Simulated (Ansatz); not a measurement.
C4H7Cl can be A, `CC/C=C\Cl`, or B, `C=C(Cl)CC`.

Isolated molecules relaxed with PBE0-D4/def2-TZVP in Ansatz; ΔE leaves out vibrations. CBS: MP2 limit from def2 TZ/QZ plus the TZ coupled-cluster correction, frozen cores. DFT in def2-TZVPP. B3LYP here is the variant with VWN-RPA as its local correlation; programs differ in this. One conformer a species, not always the lowest.

A:

Z-matrix (Å, degrees):
```
C
C 1 1.525
H 1 1.093 2 111.3
H 1 1.092 2 110.8 3 -119.9
H 1 1.092 2 110.9 3 120.0
C 2 1.488 1 112.1 3 57.9
H 2 1.096 1 109.1 3 -62.5
H 2 1.092 1 110.2 3 -179.5
C 6 1.324 2 127.6 1 118.1
H 6 1.088 2 116.9 1 -60.7
Cl 9 1.726 6 124.3 2 0.8
H 9 1.082 6 123.1 2 -179.2
```

B:

```xyz
12

C    -0.383    0.470    1.900
C     0.342    0.413    0.795
Cl    2.077    0.314    0.909
C    -0.183    0.420   -0.602
C     0.084   -0.874   -1.361
H     0.064    0.457    2.885
H    -1.463    0.534    1.827
H    -1.258    0.610   -0.548
H     0.267    1.261   -1.140
H    -0.319   -0.811   -2.373
H     1.155   -1.071   -1.434
H    -0.383   -1.723   -0.858
```

(1) Which is lower in electronic energy at CCSD(T)/CBS, and by how much? (Best estimate.)

(2) Give E(B) − E(A) in kcal/mol with B3LYP-D4, B3LYP, PBE0-D4, MP2/def2-TZVPP, PBE-D4, CCSD(T)/def2-TZVPP, CCSD(T)/def2-SVP. (An estimate is asked.)

(3) Does the order hold for the free energy at 298.15 K (harmonic terms from PBE0-D4)? (Best estimate.)

Largest T1 diagnostic: 0.010.

Results:

(1) The calculation gave: B, by 2.0 kcal/mol.

(2) Computed: B3LYP-D4 -1.6, B3LYP -1.0, PBE0-D4 -1.4, MP2/def2-TZVPP -2.3, PBE-D4 -1.4, CCSD(T)/def2-TZVPP -1.9, CCSD(T)/def2-SVP -2.2. None reverses the order clearly.

(3) Computed: Yes: G(B) − G(A) = -1.6 kcal/mol, for one conformer each. Modes under 60 cm⁻¹, often nearly free rotors, make the harmonic entropy too high.

In def2-TZVPP, CCSD(T) changes the Hartree–Fock value by −0.7 kcal/mol (the triples alone add −0.2 kcal/mol) and MP2 by −1.1 kcal/mol. Leaving LDA and LC-ωPBE aside and taking each functional with its dispersion term where it has one, the values, not all of them listed here, spread over 0.6 kcal/mol, from ωB97M-V to PBE-D4.
